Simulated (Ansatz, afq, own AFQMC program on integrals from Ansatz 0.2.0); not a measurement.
**I, doublet: AFQMC among the cluster methods**

A free I atom.

Basis def2-TZVPP with its core potentials. Only valence electrons are correlated. AFQMC by an in-house program on the Cholesky factors that Ansatz 0.2.0 writes for its CCSD(T) run. The CISD trial takes its coefficients from CCSD amplitudes. Released means that phaseless walkers are propagated on without the constraint, phases kept. Free AFQMC starts from the CCSD state and is never constrained. Its projection time is finite, and what remains of the start isn't in its error. Uncertainties: one standard error, sampling alone. No spin–orbit coupling.

Determinant: UHF, the one that the program's search chose, which needn't be the lowest solution.

No full CI on the walks' own integrals is used here; CCSDT(Q) serves as the reference and is uncertain by about the last step of the cluster series.

Cautions: no spin-orbit coupling; inner d shell frozen.

- T1 diagnostic: 0.0069
- weight of the determinant in the CISD state: 0.931
- ⟨S²⟩ of the determinant: 0.760
- size of the correlated space: 7 electrons in 41 orbitals

| level | correlation energy (eV) |
| --- | --- |
| MP2 | -3.0851 |
| CCSD | -3.5847 |
| CCSD(T) | -3.6936 |

(1) Estimate where free-projection AFQMC lies against CCSD(T) on the same integrals.

(1) 0.72 ± 0.05 mEh below CCSD(T).

Reference: CCSDT(Q), correlation energy -3.711 eV. The released energy is read at 1.50 1/Eh (meV from the phaseless value at times in 1/Eh: -0.6 ± 1.4 at 0.24, -0.7 ± 1.2 at 0.50, -0.5 ± 1.0 at 1.00, -1.8 ± 0.9 at 1.50).

| level | E − E(reference) (mEh) | share of correlation (%) |
| --- | --- | --- |
| CCSD(T) | 0.65 | 99.52 |
| CCSDT | 0.10 | 99.93 |
| ph-AFQMC/CISD | 0.08 ± 0.07 | 99.94 |
| released AFQMC | 0.01 ± 0.03 | 99.99 |
| free AFQMC | -0.07 ± 0.05 | 100.05 |

Free projections are given only where their last times agree within the noise and don't stop above the reference; a slow remainder of the start can still hide under it. A walk keeps the symmetry of its determinant, which the program's search chose and which needn't be the lowest solution, so a lower state of the same spin and another symmetry isn't excluded. Released energies are given only where the last usable release times agree within the noise; a slower fall can still hide under it.
